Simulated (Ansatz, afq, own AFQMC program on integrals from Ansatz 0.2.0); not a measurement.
Integrals from Ansatz 0.2.0, then the random walk in our own AFQMC program (afq).

```yaml
crystal:
  periodic: [false, false, false]
  atoms:
    - {symbol: Si, position_ang: [0.000000, 0.000000, 0.649966]}
    - {symbol: B, position_ang: [0.000000, 0.000000, -1.342837]}
    - {symbol: H, position_ang: [0.000000, -1.075954, -1.853888]}
    - {symbol: H, position_ang: [0.000000, 1.075954, -1.853888]}
basis:
  gaussian: {orbitals: cc-pVDZ}
magnetization: {spin_polarized: true, initial_magnetization: 3}
correlation: {method: ccsd_t, electrons: outside_noble_gas, hamiltonian_folder: ham}
```

```sh
$ ansatz run in.yaml --threads 1 --pin off --events-out ev --progress --plain --max-ram 1843MiB
```

afq runs on the folder ham with

```
--method phaseless --trial cisd --walkers 60 --populations 1 --least-time 40 --time-step 0.005 --steps-per-block 50 --equilibration-blocks 28 --max-blocks 300 --target-error 0.00036 --factor-cut 1e-05 --start spin_pure --seed 3526 --release-times 0.24,0.51,0.99,1.62,2.4 --release-step 0.03 --release-every 4 --taylor-order 6
```

Times are imaginary, in 1/Eh. The walk had a cap of 1002 s.

Log:

```
orbitals 36  electrons 6 3  factors 274 of 402
reference energy -314.65889767 Eh
CCSD correlation -0.16812419 Eh in 12 cycles, weight of the determinant in the CISD state 0.8684
energy of the start -314.826968 Eh
 block  time / (1/Eh)  mean weight  energy / Eh
     1     0.250  0.9983  -314.825315
     2     0.500  0.9993  -314.826129
     3     0.750  1.0012  -314.827257
     4     1.000  0.9987  -314.828177
     5     1.250  1.0000  -314.830367
     7     1.750  1.0003  -314.832276
     9     2.250  0.9980  -314.835157
    15     3.750  1.0004  -314.839986
    29     7.250  0.9993  -314.833035
    43    10.750  1.0013  -314.832018
    57    14.250  0.9993  -314.831096
    71    17.750  1.0003  -314.835503
    85    21.250  1.0010  -314.835763
    99    24.750  1.0006  -314.834064
   113    28.250  0.9985  -314.833173
   127    31.750  1.0009  -314.833469
   141    35.250  0.9997  -314.837836
   155    38.750  0.9996  -314.832722
   169    42.250  0.9877  -314.830138
   183    45.750  0.9981  -314.831796
   197    49.250  1.0001  -314.832312
   211    52.750  0.9981  -314.833604
   225    56.250  0.9996  -314.830199
   232    58.000  0.9989  -314.828330
   239    59.750  0.9979  -314.844078
   253    63.250  1.0000  -314.837843
   267    66.750  1.0001  -314.829897
   281    70.250  0.9997  -314.837938
   295    73.750  0.9999  -314.829966
   309    77.250  0.9994  -314.834019
   316    79.000  0.9998  -314.834149
blocks merged  error / Eh  count
     1  0.000192  290
     2  0.000244  145
     4  0.000297  72
     8  0.000337  36
    16  0.000323  18
    32  0.000394  9
released: time / (1/Eh)  energy / Eh  error  mean overlap
  0.24  -314.833838  0.000363  1.0076
  0.51  -314.834238  0.000376  0.9991
  0.99  -314.834229  0.000324  1.0033
  1.62  -314.834726  0.000377  0.9975
  2.40  -314.834979  0.000455  0.9920
energy -314.833517 +/- 0.000337 Eh
(rows thinned)
```

The run passed its tests (sampling time, drift between the halves within three errors, error under three times the target), which doesn't prove that it has relaxed.

Against this walk (error 9.2 meV) on the same determinant: CCSD(T) 20.6 meV higher, CCSDT(Q) 27.8 meV lower. The error is statistical and leaves out the bias of the constraint. Released to 2.40 1/Eh the energy lies 40 ± 15 meV (both errors) below the phaseless value, which shows part or all of the bias of the constraint, and CCSDT(Q) lies 12.0 meV above the released value. CCSDT(Q) is the surest value here, so the walk's 28 meV above it is most likely the bias of the constraint with this trial, which can have either sign.

Cautions: constraint bias not in the error; lower spins were not checked.

The walk took 6.2 min on 1 thread of Arm Neoverse V1 (shared host). The log's last line is the phaseless energy.

CCSDT and higher add their correlation energy to the determinant of the CCSD(T) run, since their own runs factorise the integrals more tightly (a shift of under 2 meV). A walk keeps the symmetry of its determinant, which the program's search chose and which needn't be the lowest solution, so a lower state of the same spin and another symmetry isn't excluded.
